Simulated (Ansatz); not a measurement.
We consider solid bromine, described by r²SCAN (PAW; Ansatz, a first-principles code).

Run with plane-wave cutoff 500 eV, 8×8×4 k mesh (along the axes of the cell as run), gaussian smearing 0.02 eV, scalar-relativistic PAW data made under PBE.

Computed at the level's own relaxed cell.

Problem. Estimate the band gap, volume per atom, lattice parameter a and c axis length that the calculation returns.

Solution. 
* **band gap**: 1.68 eV (on the SCF k mesh)
* **volume per atom**: 33.07 Å³/atom
* **lattice parameter a**: 7.106 Å
* **c axis length**: 8.763 Å

Note: the cell comes from a level without a dispersion term, which matters for the spacing of layers, chains or molecules.

Spin–orbit coupling is not included.

The computed numbers hold no vibrational or temperature effects.

It cost around 90 core-seconds (rough) of CPU time.
